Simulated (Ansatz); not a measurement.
The input, for Ansatz 0.2.0:

```yaml
crystal:
  periodic: [false, false, false]
  atoms:
    - {symbol: B, position_ang: [0.000000, -1.278800, -0.807656]}
    - {symbol: Ge, position_ang: [0.000000, 0.001352, 0.784085]}
    - {symbol: P, position_ang: [0.000000, 0.273649, -1.591723]}
    - {symbol: H, position_ang: [0.000000, 5.209576, 1.068793]}
basis:
  gaussian: {orbitals: "6-31G*", fitting: {mean_field: def2-universal-jkfit}}
magnetization: {spin_polarized: false, initial_magnetization: 1}
correlation: {method: ccsd_t, electrons: outside_noble_gas}
```

```sh
$ ansatz run in.yaml --threads 1 --pin off --events-out ev --progress --plain --max-ram 2393MiB
```

Log:

```
487 factors; integrals over basis functions are off by at most 2.2e-1 eV
mean field evaluation 1: about -66418.5538 eV, gradient 1.5e1 eV
mean field evaluation 2: about -66419.2995 eV, gradient 1.0e1 eV
mean field evaluation 4: about -66419.8867 eV, gradient 2.5e0 eV
mean field evaluation 8: about -66419.9834 eV, gradient 3.2e-6 eV
mean field -66419.98335338 eV, -2440.8893671549 hartree, gradient 3.2e-6 eV, S^2 0.750000; 0 other end points of the search recorded, 0 dependent functions left out
mean field evaluation 16: about -66418.5380 eV, gradient 1.1e1 eV
mean field evaluation 32: about -66418.5380 eV, gradient 1.1e1 eV
mean field evaluation 64: about -66420.1536 eV, gradient 6.7e-1 eV
mean field evaluation 96: about -66419.9834 eV, gradient 2.3e-4 eV
mean field evaluation 128: about -66420.0149 eV, gradient 1.2e0 eV
determinant -66419.98335338 eV, -2440.8893671549 hartree, with singles and doubles -66427.79726131 eV, -2441.1765229749 hartree
determinant -66419.92561116 eV, -2440.8872451675 hartree, with singles and doubles -66427.78926333 eV, -2441.1762290547 hartree
determinant -66419.92561116 eV, -2440.8872451675 hartree, with singles and doubles -66427.79002276 eV, -2441.1762569632 hartree
determinant -66419.98335338 eV, -2440.8893671549 hartree, with singles and doubles -66427.79742799 eV, -2441.1765291002 hartree
unrestricted determinant -66420.20275622 eV, -2440.8974300605 hartree, S^2 1.3355
20 core orbitals not correlated: weight in the atoms' cores, before any rotation towards them, 1.000 or more for the frozen orbitals, at most 0.000 for the correlated occupied ones
reference -66419.98335338 eV, -2440.8893671549 hartree; 7, 6 occupied and 44, 45 virtual orbitals, 487 factors
second order -7.18008000 eV of doubles, -0.00000105 eV of singles
cycle   1  -7.81407683 eV  change   -2.2e-6 eV  update   3.3e-6
perturbative correction -0.55568233 eV, -0.0204209491 hartree
Total energy: -66428.35311254 eV, -2441.1969501308 hartree
```

Ran on 1 thread of AMD EPYC 7R43, shared host: 25 s wall, 0.27 GiB peak host memory.
